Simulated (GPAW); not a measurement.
# CH5BF− (SMILES C[BH2-]F), step by step

Wanted: a geometry optimisation (PBE/dzp), then a band of images between two shapes (PBE/dzp) of CH5BF−. 

The results are computed with GPAW 26.7.0.

4 further runs of the same task are left out: 2 that didn't finish, 2 set aside as unsound or not needed.

## (1) Starting point

The species is CH5BF− (8 atoms), meant as a singlet with charge -1. SMILES: `C[BH2-]F`. The coordinates come from a GFN2-xTB relaxation. The run starts from this shape.

Bond lengths: C1–B2 1.647 Å, B2–F3 1.455 Å, C1–H4 1.094 Å, C1–H5 1.093 Å, C1–H6 1.093 Å, B2–H7 1.227 Å, B2–H8 1.227 Å. Some angles: C1–B2–F3 109.2°, C1–B2–H7 111.1°, C1–B2–H8 111.2°, F3–B2–H7 107.4°, F3–B2–H8 107.4°, B2–C1–H4 111.1°, B2–C1–H5 112.1°, B2–C1–H6 112.0°, H7–B2–H8 110.6°, H4–C1–H5 107.2°.

## (2) A structure relaxation at PBE/dzp (scalar-relativistic datasets) (run 1)

gs.xyz reads:

```xyz
8

C     -0.631540     0.494350    -0.258780
B      0.558430    -0.523170     0.253040
F      1.822410     0.196230     0.281390
H     -1.599680    -0.014200    -0.285860
H     -0.440060     0.877130    -1.264440
H     -0.740590     1.361010     0.397950
H      0.338240    -0.921460     1.392730
H      0.692770    -1.469900    -0.516030
```

relax.py reads:

```python
from ase.io import read, write
from ase.optimize import BFGS
from gpaw import GPAW

molecule = read('gs.xyz')
molecule.center(vacuum=5.0)

calc = GPAW(mode='lcao',
            basis='dzp',
            h=0.18,
            xc='PBE',
            charge=-1,
            maxiter=100,
            symmetry='off',
            txt='gs.txt')
molecule.calc = calc

opt = BFGS(molecule, trajectory='gs.traj')
converged = opt.run(fmax=0.03, steps=60)
print('Converged:', converged)
print(f'Final energy = {molecule.get_potential_energy():.5f} eV')
write('relaxed.xyz', molecule)
```

Command:

```sh
python3 -u relax.py | tee relax.out
```

Log:

```text
Step     Time          Energy          fmax
BFGS:    0 hh:mm:ss      -38.201044        1.105317
BFGS:    1 hh:mm:ss      -38.270259        0.596955
BFGS:    2 hh:mm:ss      -38.296841        0.379829
BFGS:    3 hh:mm:ss      -38.305899        0.236349
BFGS:    4 hh:mm:ss      -38.307830        0.091862
BFGS:    5 hh:mm:ss      -38.308417        0.074667
BFGS:    6 hh:mm:ss      -38.308890        0.097853
BFGS:    7 hh:mm:ss      -38.309373        0.067632
BFGS:    8 hh:mm:ss      -38.309699        0.069838
BFGS:    9 hh:mm:ss      -38.309948        0.062659
BFGS:   10 hh:mm:ss      -38.310236        0.092134
BFGS:   11 hh:mm:ss      -38.310503        0.080938
BFGS:   12 hh:mm:ss      -38.310686        0.049033
BFGS:   13 hh:mm:ss      -38.310769        0.027879
Converged: True
Final energy = -38.31077 eV
```

gs.txt:

```text
__  _  _
 | _ |_)|_||  |
 |__||  | ||/\| - 26.7.0

units:  Angstrom and eV
cores:  1
OpenMP: False

Versions:
  Python: 3.12.14
  ASE:    3.29.0
  Numpy:  2.5.5
  Scipy:  1.18.1
  Libxc:  7.0.0

        _gpaw.cpython-312-x86_64-linux-gnu.so

[... 229 lines left out ...]
Reference energy: -4473.649279  # eV
[... 18 lines left out ...]
- Maximum [total energy] change in last 3 cyles: 0.0005 eV / valence electron
[... 25 lines left out ...]
  Free energy:     -38.310686
[... 76 lines left out ...]
convergence criteria:
[... 13 lines left out ...]
Converged in 4 steps
[... 15 lines left out ...]
dipole moment: (-7.300584, -6.130988, -6.499345)  # |e|*Ang
[... 13 lines left out ...]
Gap: 6.869 eV
Transition (v -> c):
  (s=0, k=0, n=9, [0.00, 0.00, 0.00]) -> (s=0, k=0, n=10, [0.00, 0.00, 0.00])
No difference between direct/indirect transitions
vacuum-level: 0.000  # V

Forces  # eV/Ang
|        x |        y |        z |
|----------|----------|----------|
|  0.01028 | -0.01169 |  0.00753 |  # C    0
| -0.00330 | -0.01588 |  0.00810 |  # B    1
| -0.00108 | -0.00668 |  0.00009 |  # F    2
[... 4 lines of this table left out ...]
|  0.00722 |  0.00796 | -0.01261 |  # H    7

Force computation time: 0.234  # s

timing:  # [seconds]
  Total:  68.116  # ━━━━━━━━━━━━━━━━━━━━━━━━━━━━━━━━━━━━━━━━━━━━━━━━━━━━━━━━━
  Init:    6.336  # ━━━━━╸
  SCF:    46.612  # ━━━━━━━━━━━━━━━━━━━━━━━━━━━━━━━━━━━━━━━
  Forces:  3.311  # ━━━
  Move:   11.780  # ━━━━━━━━━━
```

Wall time 69 s (1 thread of AMD EPYC 9R14 (Zen 4), shared host); peak memory 1 GiB.

The path in brief:

```
step  energy from the first frame kept (eV)  largest force (eV/Å)
   0                                 0.0000                1.1053
   1                                -0.0692                0.5970
   2                                -0.0958                0.3798
   3                                -0.1049                0.2363
   4                                -0.1068                0.0919
   5                                -0.1074                0.0747
   6                                -0.1078                0.0979
   7                                -0.1083                0.0676
   8                                -0.1087                0.0698
   9                                -0.1089                0.0627
  10                                -0.1092                0.0921
  11                                -0.1095                0.0809
  12                                -0.1096                0.0490
  13                                -0.1097                0.0279
```

After the run. Bond lengths: C1–B2 1.644 Å, B2–F3 1.473 Å, C1–H4 1.122 Å, C1–H5 1.123 Å, C1–H6 1.123 Å, B2–H7 1.275 Å, B2–H8 1.275 Å. Some angles: C1–B2–F3 110.1°, C1–B2–H7 109.6°, C1–B2–H8 109.5°, F3–B2–H7 109.9°, F3–B2–H8 110.4°, B2–C1–H4 112.0°, B2–C1–H5 113.1°, B2–C1–H6 112.8°, H7–B2–H8 107.3°, H4–C1–H5 106.1°.

## (3) A band of images between two shapes at PBE/dzp (scalar-relativistic datasets, climb yes, images 5, spring 1, tangent eb) (run 2)

relaxed.xyz reads:

```xyz
8
Lattice="13.42209 0.0 0.0 0.0 12.83091 0.0 0.0 0.0 12.65717" Properties=species:S:1:pos:R:3:magmoms:R:1:forces:R:3 free_energy=-38.310769255333774 energy=-38.310769255333774 dipole="-7.300583960355593 -6.130987818238656 -6.499345498412517" magmom=0.0 pbc="F F F"
C        5.98367742       6.95878379       6.00968337       0.00000000       0.01028339      -0.01168655       0.00753394
B        7.18429133       5.96020472       6.52389584       0.00000000      -0.00329790      -0.01587685       0.00810356
F        8.46355429       6.68991668       6.56953621       0.00000000      -0.00107511      -0.00667645       0.00008905
H        4.98924189       6.44077059       5.97994821       0.00000000       0.00215292       0.00701142      -0.00085779
H        6.15717132       7.36044140       4.97565450       0.00000000       0.00592752      -0.00651035       0.00985110
H        5.84952369       7.85538514       6.67197412       0.00000000       0.00109127      -0.00556332      -0.00403664
H        6.89968077       5.50870490       7.68156962       0.00000000      -0.02653423       0.00249184       0.00818195
H        7.27176916       4.95993995       5.73759068       0.00000000       0.00721960       0.00795937      -0.01261134
```

run.py reads:

```python
from ase.io import read
from ase.mep import NEB
from ase.optimize import FIRE
from gpaw import GPAW

molecule = read('relaxed.xyz')

final = molecule.copy()
final.positions[[3, 4, 5]] = molecule.positions[[5, 3, 4]]
images = [molecule]
for i in range(1, 6):
    image = molecule.copy()
    image.rotate_dihedral(2, 1, 0, 3, 120.0 * i / 6, indices=[0, 3, 4, 5])
    images.append(image)
images.append(final)
for i, image in enumerate(images):
    image.calc = GPAW(mode='lcao',
                      basis='dzp',
                      h=0.18,
                      xc='PBE',
                      charge=-1,
                      maxiter=100,
                      symmetry='off',
                      txt=f'image{i}.txt')
for end in (images[0], images[-1]):
    end.get_forces()

neb = NEB(images, climb=True, k=1.0, method='eb')
opt = FIRE(neb, trajectory='neb.traj')
converged = opt.run(fmax=0.05, steps=15)
energies = [image.get_potential_energy() for image in images]
barrier = max(energies) - energies[0]
print('Path (eV):', [round(e - energies[0], 4) for e in energies])
print(f'Barrier: {barrier:.4f} eV')
```

Command:

```sh
python run.py
```

Log:

```text
Step     Time          Energy          fmax
FIRE:    0 hh:mm:ss      -38.201029        0.331682
FIRE:    1 hh:mm:ss      -38.202637        0.175049
FIRE:    2 hh:mm:ss      -38.203928        0.168617
FIRE:    3 hh:mm:ss      -38.204834        0.192089
FIRE:    4 hh:mm:ss      -38.206533        0.168094
FIRE:    5 hh:mm:ss      -38.208220        0.072296
FIRE:    6 hh:mm:ss      -38.208893        0.134325
FIRE:    7 hh:mm:ss      -38.209477        0.135911
FIRE:    8 hh:mm:ss      -38.210200        0.073474
FIRE:    9 hh:mm:ss      -38.210047        0.150503
FIRE:   10 hh:mm:ss      -38.210198        0.122285
FIRE:   11 hh:mm:ss      -38.210406        0.069931
FIRE:   12 hh:mm:ss      -38.210557        0.057753
FIRE:   13 hh:mm:ss      -38.210620        0.054156
FIRE:   14 hh:mm:ss      -38.210672        0.084266
FIRE:   15 hh:mm:ss      -38.210797        0.086920
Path (eV): [np.float64(0.0), np.float64(0.0276), np.float64(0.0779), np.float64(0.1), np.float64(0.0694), np.float64(0.0191), np.float64(-0.0)]
Barrier: 0.1000 eV
```

image0.txt:

```text
__  _  _
 | _ |_)|_||  |
 |__||  | ||/\| - 26.7.0

units:  Angstrom and eV
cores:  1
OpenMP: False

Versions:
  Python: 3.12.14
  ASE:    3.29.0
  Numpy:  2.5.5
  Scipy:  1.18.1
  Libxc:  7.0.0

        _gpaw.cpython-312-x86_64-linux-gnu.so

[... 64 lines left out ...]
|   |                                coordinates |     weight |
[... 164 lines left out ...]
Reference energy: -4473.649279  # eV
[... 158 lines left out ...]
Reference energy: -4473.649279  # eV
[... 13 lines left out ...]
  Fourier metric: weight=20.0, sigma=0.015
[... 15 lines left out ...]
convergence criteria:
- Maximum [total energy] change in last 3 cyles: 0.0005 eV / valence electron
[... 16 lines left out ...]
Converged in 8 steps
[... 12 lines left out ...]
  Free energy:     -38.310769
[... 2 lines left out ...]
dipole moment: (-7.300643, -6.131006, -6.499352)  # |e|*Ang

Fermi level: 3.810
Eigenvalues  # (at kpt = [0.000, 0.000, 0.000])
| band index |      eig [eV] | occ [0-2] |
|------------|---------------|-----------|
|          0 |       -21.202 |     2.000 |
|        ... |               |           |
|          2 |        -5.459 |     2.000 |
|          3 |        -3.912 |     2.000 |
|          4 |        -3.825 |     2.000 |
[... 10 lines of this table left out ...]
|         15 |        10.619 |     0.000 |

Gap: 6.869 eV
Transition (v -> c):
  (s=0, k=0, n=9, [0.00, 0.00, 0.00]) -> (s=0, k=0, n=10, [0.00, 0.00, 0.00])
No difference between direct/indirect transitions
vacuum-level: 0.000  # V

Forces  # eV/Ang
|        x |        y |        z |
|----------|----------|----------|
|  0.01075 | -0.01207 |  0.00779 |  # C    0
| -0.00428 | -0.01530 |  0.00776 |  # B    1
| -0.00178 | -0.00817 |  0.00022 |  # F    2
[... 4 lines of this table left out ...]
|  0.00706 |  0.00752 | -0.01243 |  # H    7

Force computation time: 0.236  # s

timing:  # [seconds]
  Total:  340.392  # ━━━━━━━━━━━━━━━━━━━━━━━━━━━━━━━━━━━━━━━━━━━━━━━━━━━━━━━━
  Init:     6.332  # ━
  SCF:      5.534  # ━
  Forces:   0.236  #
```

Wall time 5.7 min (1 thread of AMD EPYC 9R14 (Zen 4), shared host); peak memory 2.9 GiB.

The run stopped without converging.

## (4) Outcome

```
                                                              quantity                      value
run 1, PBE/dzp: energy as printed (from the program's reference atoms)                -38.3108 eV
                                           run 1, PBE/dzp: HOMO energy                    0.38 eV
                                           run 1, PBE/dzp: LUMO energy                    7.24 eV
 run 1, PBE/dzp: HOMO–LUMO gap (to an unbound level, set by the basis)                    6.87 eV
                                                        run 2, PBE/dzp  no result (not converged)
```

The optimisation (run 1, PBE/dzp) took 13 steps and changed the energy by -0.110 eV. The HOMO (run 1, PBE/dzp) lies at positive energy, 0.38 eV, as semi-local functionals often give for anions; only total energies tell whether the electron is bound. 1 of the 2 runs did not end normally.
